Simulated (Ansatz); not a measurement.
Gas-phase electronic energies from Ansatz, PBE0-D4/def2-TZVP geometries. CCSD(T)/CBS adds triple-zeta CCSD(T) − MP2 to the extrapolated MP2 energy (def2 sets, frozen cores). This one scheme is used for every species, atoms too. Functionals use def2-TZVPP. B3LYP here is the variant with VWN-RPA as its local correlation; programs differ in this. HSE06 is defined as in plane-wave codes. No spin–orbit coupling; open shells (•) take unrestricted orbitals. Spin–orbit coupling would lower the free atoms: a little for F.

Consider the homolysis of the C–F bond: `CC(C)(C)F` → `C[C](C)C`• + F•.

```csv
level,ΔE (kcal/mol),difference from CCSD(T)/CBS
LDA (SPW92),143.5,22.8
PBE-D4,119.6,-1.1
BLYP-D4,115.9,-4.8
PBE0-D4,114.2,-6.5
CAM-B3LYP-D4,117.6,-3.1
B2PLYP,115.6,-5.1
revPBE,111.1,-9.6
r2SCAN,113.9,-6.8
B3LYP,112.8,-7.9
r2SCANh,111.9,-8.8
r2SCAN0,109.0,-11.7
HSE06,113.6,-7.1
BHLYP,106.4,-14.3
HF/def2-SVP,75.1,-45.6
CCSD/def2-SVP,110.2,-10.5
MP2/def2-QZVPP,126.9,6.2
CCSD(T)/CBS,120.7,0
```

Largest T1 diagnostic among the species: 0.011.

From PBE to PBE0 (25 % exact exchange), in def2-TZVPP and without D4, ΔE moves by −5.3 kcal/mol: exact exchange takes away binding that semilocal exchange gives to molecules. The D4 term adds +1.3 kcal/mol with B3LYP and +0.7 kcal/mol with PBE0; it sums over pairs of atoms, weighted by their polarisabilities, and B3LYP, whose exchange is more repulsive, gets the larger term.

CCSD(T)/CBS has its own doubt, a few kJ/mol and more with outer-core shells, so smaller differences from it don't rank the levels.
